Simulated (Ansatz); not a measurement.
# Rhenium, hcp: convergence with cold smearing

Computed with Ansatz, r²SCAN, scalar-relativistic PAW, on the relaxed cell (a = 2.760 Å, c = 4.457 Å (c/a = 1.615); spin not included). Errors count from a run at 500 eV on a Γ-centred 21×21×12 mesh with Fermi-Dirac smearing of 0.1 eV, extrapolated to zero width. Fixed here: cutoff 500 eV, mesh 13×13×7. The SCF starts from atomic densities corrected by a trained network.

```csv
width (eV),E(σ→0) error (meV/atom),F error (meV/atom),P (GPa),SCF iterations
0.01,0.2,0.2,-0.23,5
0.03,0.2,0.2,-0.20,5
0.1,0.5,0.9,-0.27,6
0.2,1.2,1.5,-0.26,6
0.3,0.5,2.7,-0.24,6
0.6,3.5,16.9,-0.48,6
1.0,18.1,49.4,-0.95,5
```
